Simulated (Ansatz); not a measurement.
## BH4, doublet: the ladder up to UCCSDT(Q)

Geometry: displaced at random from a stationary point.

```yaml
atoms:
  - { symbol: B, position_ang: [0.0249, 0.0131, 0.0030] }
  - { symbol: H, position_ang: [0.2747, 0.8340, 0.8253] }
  - { symbol: H, position_ang: [-0.4877, -0.8186, 0.8169] }
  - { symbol: H, position_ang: [-0.3931, 0.7425, -0.7908] }
  - { symbol: H, position_ang: [0.3391, -0.8988, -0.8839] }
```

Basis cc-pVDZ; Ansatz 0.2.0. Correlated methods freeze the noble-gas cores, which leaves 7 electrons in 33 orbitals. Prefix R: restricted or restricted open-shell reference; prefix U: unrestricted. Active spaces: valence = (7e, 8o) chosen from the atoms' valence shells.

Full CI isn't at hand for all of this; UCCSDT(Q) serves as the reference, and is uncertain by about the last step of the cluster series. The frozen core follows each run's orbitals, which can shift R against U totals by a few meV.

For open shells CISD is restricted-active-space CI with the open shells as a complete middle space.

- UHF ⟨S²⟩: 0.770
- T1 diagnostic (RCCSD): 0.0187
- largest doubles amplitude (RCCSD): 0.049
- T1 diagnostic (UCCSD): 0.0189

| level | E − E(RHF) (eV) |
| --- | --- |
| UHF | -0.1469 |
| RMP2 | -3.3251 |
| UMP2 | -3.2891 |
| RCCSD | -4.0669 |
| UCCSD | -4.0685 |
| RCCSD(T) | -4.1558 |
| UCCSD(T) | -4.1548 |

(1) Estimate how far UCCSDT(Q) in cc-pVDZ lies from RCCSD(T). The table doesn't fix it; the size of (T) and the diagnostics are the guide.

(1) UCCSDT(Q) in cc-pVDZ lies 2.1 kJ/mol below RCCSD(T), which is 25 % of the (T) step (-8.6 kJ/mol). The diagnostics are small and one determinant leads, so the series closes fast and only a small part of (T) is left.

The other levels:

```json
{"level": "CISD", "E − E(UCCSDT(Q)) (kJ/mol)": "26.1", "share of correlation (%)": "93.52", "wall time": "0.66 s"}
{"level": "BCCD(T)", "E − E(UCCSDT(Q)) (kJ/mol)": "2.2", "share of correlation (%)": "99.46", "wall time": "0.63 s"}
{"level": "RCCSDT", "E − E(UCCSDT(Q)) (kJ/mol)": "0.3", "share of correlation (%)": "99.92", "wall time": "–"}
{"level": "UCCSDT", "E − E(UCCSDT(Q)) (kJ/mol)": "0.3", "share of correlation (%)": "99.92", "wall time": "–"}
{"level": "RCCSDT(Q)", "E − E(UCCSDT(Q)) (kJ/mol)": "0.0", "share of correlation (%)": "100.00", "wall time": "7 s"}
{"level": "CASSCF (valence space)", "E − E(UCCSDT(Q)) (kJ/mol)": "232.2", "share of correlation (%)": "42.40", "wall time": "–"}
{"level": "NEVPT2 (valence space)", "E − E(UCCSDT(Q)) (kJ/mol)": "60.5", "share of correlation (%)": "84.98", "wall time": "2.4 s"}
{"level": "MRCISD (valence space)", "E − E(UCCSDT(Q)) (kJ/mol)": "10.0", "share of correlation (%)": "97.51", "wall time": "–"}
{"level": "MRCISD+Q (valence space)", "E − E(UCCSDT(Q)) (kJ/mol)": "0.8", "share of correlation (%)": "99.80", "wall time": "3.6 s"}
```

The correlation energy at UCCSDT(Q), counted from RHF, is -4.178 eV. That run took 7 s on 1 thread of Intel Xeon Platinum 8259CL, shared host.

Times hold each run's SCF and search for its determinant on a shared host, so for small cases they say little of a method's own cost; they ran on 1 thread of Intel Xeon Platinum 8259CL.

Natural occupations of CASSCF (valence space) about the gap: 1.983 1.965 1.959 1.006 0.033 0.022 0.017 0.015; effectively unpaired electrons, Σ n²(2−n)², 1.02.
